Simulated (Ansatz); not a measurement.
A made-up structure of CH₅BSi, closed shell:

B1  (0.455, -1.355, 0.649)
Si2  (0.382, 0.353, 0.442)
C3  (-0.747, 1.095, -0.987)
H4  (-1.283, 0.410, -1.593)
H5  (-0.842, 2.134, -1.175)
H6  (1.186, 1.193, 1.364)
H7  (-0.149, -2.049, -0.041)
H8  (1.081, -1.893, 1.450)
(Å)

It is relaxed with PBE-D4/def2-SVP and then PBE0-D4/def2-TZVP (Ansatz 0.2.0). Atoms count as bonded within 1.22 times the sum of their covalent radii (H–H: 0.88 Å). The end point is not checked to be a true minimum.

(1) Does its bonding change? (A judgement: the text doesn't fix the answer.)

Results:

(1) By the calculation: No: no bond forms or breaks.

Where it ends: The first stage lowers the energy by 1.33 eV in 9 steps. It ends as CH₅BSi ([BH2][SiH][CH2]):
B1  (0.439, -1.484, 0.638)
Si2  (0.334, 0.463, 0.378)
C3  (-0.661, 1.087, -0.882)
H4  (-1.221, 0.413, -1.523)
H5  (-0.786, 2.141, -1.106)
H6  (1.072, 1.439, 1.216)
H7  (-0.200, -2.174, -0.099)
H8  (1.103, -1.998, 1.486)
(Å)

Labels in which every atom is bracketed show which atoms are joined, not bond orders.

For scale, one of the runs: PBE0-D4/def2-TZVP relaxation, 129 basis functions, launched by `ansatz run in.yaml --threads 2 --pin off --events-out ev --progress --plain --max-ram 4352MiB`. Hardware: 2 CPU threads of an Arm Neoverse V1, shared host. Wall time about 15 s.
